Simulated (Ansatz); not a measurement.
## HSiAl, triplet: bend scan

Starting geometry (PBE0/def2-TZVP stationary point for this spin, not checked as a minimum):

```xyz
3

Si    0.0000   -0.0360    1.1654
Al    0.0000   -0.0118   -1.2249
H     0.0000    1.3177    0.3154
```

From there the angle named below is changed in its plane at fixed bond lengths, both arms turning rigidly about the middle atom; atoms are numbered as listed. Energies are in eV, counted from the starting geometry at the same level. Kohn–Sham curves are unrestricted where that lies lower.

Basis 6-31G; Ansatz 0.2.0. Only valence electrons are correlated (noble-gas cores frozen).

Full CI is exact within this basis and frozen core; it isn't the basis-set limit.

```csv
angle Al2-Si1-H3 (°),wB97M-V
57.3,0.000
72.1,-0.016
85.0,0.004
107.6,0.023
125.2,0.040
139.8,0.056
158.8,0.071
180.0,0.076
```

Estimate the full CI curve in 6-31G from this one, knowing how wB97M-V errs.

The computed full CI values, in eV from the starting point, and the error of wB97M-V against them:
```tsv
angle Al2-Si1-H3 (°)	full CI	wB97M-V less full CI
57.3	0.000	0.000
72.1	-0.049	0.033
85.0	-0.058	0.062
107.6	-0.080	0.103
125.2	-0.075	0.115
139.8	-0.049	0.106
158.8	-0.002	0.074
180.0	0.025	0.051
```

The error spans 0.115 eV and is largest, 0.115 eV, at 125.2 °.

In so small a basis the reference is far from its limit while semilocal and hybrid functionals are nearer theirs, so the functionals' errors here hold much of the reference's basis and frozen-core error, which can add to them or hide them.
